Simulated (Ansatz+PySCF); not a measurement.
Values are calculated unless marked as measured or tabulated.
## PySCF 2.14.0 run

```python
from pyscf import gto, scf, cc

mol = gto.M(atom="""
B 0.000000 0.000000 0.000000
N 0.000000 0.000000 2.670000
""", basis='cc-pvdz', charge=0, spin=0)
mf = scf.UHF(mol)
mf.kernel()
mycc = cc.CCSD(mf, frozen=2).run()
et = mycc.ccsd_t()
print(mf.e_tot, mycc.e_corr, et, mycc.e_tot + et)
```

The script is written out from the run's settings.

Output:

* Converged: yes
* Reference energy: -78.79938 hartree
* CCSD correlation energy: -0.23849 hartree
* Triples correction: -0.03093 hartree
* Total energy: -79.06879 hartree
* Spin squared of the determinant: 1.008

The reference isn't the lowest determinant (another lies 1.62 eV lower), but the same method gives a higher total on the lower determinant. Caution: large share of triples, a single reference is doubtful; another spin multiplicity may lie lower; the unrestricted determinant is a mixture of spin states.
